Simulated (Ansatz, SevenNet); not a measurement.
**How well does each level of theory give the lattice parameter a of zinc-blende CdTe?**

Reference value: 6.48 Å (measured, room temperature, not corrected to a static lattice; as tabulated in Lucero et al. (2012), arXiv:1111.4515).

```json
[
 {"level (code)": "SevenNet-l3i5 (SevenNet)", "value (Å)": "(withheld)"},
 {"level (code)": "PBE (Ansatz)", "value (Å)": "6.618"},
 {"level (code)": "rVV10 (Ansatz)", "value (Å)": "6.620"},
 {"level (code)": "r²SCAN (Ansatz)", "value (Å)": "6.558"},
 {"level (code)": "PBE0 (Ansatz)", "value (Å)": "6.557"}
]
```

Task: Fill in the missing entries.

Result: 
- SevenNet-l3i5 (SevenNet), value (Å): 6.626

Differences against the reference: SevenNet-l3i5 +2.25 %, PBE +2.13 %, rVV10 +2.16 %, r²SCAN +1.20 %, PBE0 +1.19 %.

Nearest, and alike: PBE0 (+1.19 %), r²SCAN (+1.20 %). Farthest off: SevenNet-l3i5 (+2.25 %), PBE (+2.13 %), rVV10 (+2.16 %). All 5 levels lie above the reference.

The reference has no zero-point or thermal correction, while the calculations are for a static lattice, so the differences are not the levels' errors alone. A static lattice is as a rule a little smaller than the measured one.  Cutoffs and k meshes differ between the levels. Ansatz's density-functional and Hartree–Fock values are scalar-relativistic unless marked +SOC, with PAW data made under PBE.

Machine-learned potentials (SevenNet-l3i5) are trained on DFT data, which may include these solids.

Differences are worked out from the printed values.

Ansatz is a quantum-chemistry and plane-wave program.
